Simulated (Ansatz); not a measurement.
Results of r²SCAN in Ansatz (PAW) for hcp Zn.

Run with plane-wave cutoff 500 eV, 22×12×1 k mesh (along the axes of the cell as run), Fermi–Dirac smearing 0.1 eV, scalar-relativistic PAW data made under PBE.

### Question
What does this level give for the surface energy of the (10-10) face and work function of the (10-10) face?

### Answer

- surface energy of the (10-10) face = 0.78 J/m²
- work function of the (10-10) face = 4.31 eV

The slab of 12 atoms is relaxed and unreconstructed.

It cost around 50 core-minutes (rough) of CPU time.

Ansatz is a quantum-chemistry and plane-wave program.
